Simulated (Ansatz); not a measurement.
# AlNH₃ (quartet): wave-function methods side by side at distance Al1–H4 along a hydrogen transfer = 1.884 Å, cc-pVDZ

One table from this session's results is given with a row withheld; the runs are named, their logs left out.

Method: cc-pVDZ, core rule «outside noble gas», up to 6 orbitals frozen; program: Ansatz 0.2.0, Gaussian basis.

To be run: UHF; CCSD(T) on ROHF; CCSD(T) on UHF; BCCD(T) on ROHF; CISD; CCSDT(Q) on ROHF; CCSDT(Q) on UHF; CASSCF and MRCISD+Q, 5 electrons in 5 orbitals; CASSCF and NEVPT2, 5 electrons in 5 orbitals.

23 further runs of the same task are left out: 18 for a known fault of the program, 4 that didn't finish, 1 set aside as unsound or not needed.

### The system

The geometry derives from fragments relaxed apart (PBE0/def2-TZVP) and kept rigid, so it is no stationary point. A hydrogen atom is moved between rigid fragments.

5 atoms, charge 0, spin multiplicity 4.

Atoms are counted from 1 here; the program's logs count them from 0.

Bond lengths: Al1–H2 1.586 Å, Al1–H3 1.586 Å, Al1–H4 1.884 Å. Angles: H2–Al1–H3 120.0°, H2–Al1–H4 120.0°, H3–Al1–H4 120.0°.

Set-up of the first run:

Contents of in.yaml:

```yaml
crystal:
  periodic: [false, false, false]
  atoms:
    - {symbol: Al, position_ang: [-1.063726, 0.000000, 0.000000]}
    - {symbol: H, position_ang: [-1.856650, 1.373384, 0.000000]}
    - {symbol: H, position_ang: [-1.856650, -1.373384, 0.000000]}
    - {symbol: H, position_ang: [0.820274, 0.000000, 0.000000]}
    - {symbol: N, position_ang: [2.257274, 0.000000, 0.000000]}
basis:
  gaussian: {orbitals: cc-pVDZ}
magnetization: {spin_polarized: true, initial_magnetization: 3}
hamiltonian: {xc: hf}
output: {orbitals: {seedname: orbitals}}
```

Launch:

```sh
$ ansatz run in.yaml --threads 1 --pin off --events-out ev --progress --plain --max-ram 2393MiB
```

Among the steps run: UHF; CCSD(T) on ROHF; CCSD(T) on UHF; BCCD(T) on ROHF; CISD; CCSDT(Q) on ROHF; CCSDT(Q) on UHF; CASSCF and MRCISD+Q, 5 electrons in 5 orbitals; CASSCF and NEVPT2, 5 electrons in 5 orbitals.

One table of the session follows, with a row left open; its other results are not shown here.

| method | from UCCSDT(Q) (kcal/mol) |
| --- | --- |
| ROHF | +137.65 |
| UHF | +130.13 |
| RMP2 | +30.81 |
| UMP2 | +29.77 |
| CISD | +12.51 |
| RCCSD | +3.03 |
| UCCSD | +2.87 |
| RCCSD(T) | +0.78 |
| UCCSD(T) | ? |
| BCCD(T) | +0.76 |
| RCCSDT | +0.16 |
| UCCSDT | +0.11 |
| RCCSDT(Q) | +0.04 |
| UCCSDT(Q) | 0 |
| CASSCF pair | +120.82 |
| NEVPT2 pair | +26.69 |
| MRCISD pair | +9.65 |
| MRCISD+Q pair | +0.46 |

Q: Estimate the row for UCCSD(T) from the others.

As computed: from UCCSDT(Q) (kcal/mol): +0.74. In the column «from UCCSDT(Q) (kcal/mol)» it lies between MRCISD+Q pair (+0.46) and BCCD(T) (+0.76).

To keep in mind: Restricted and unrestricted rows rest on different reference determinants; where their highest levels disagree by more than a few hundredths of an eV, they describe different states and don't form one ladder.
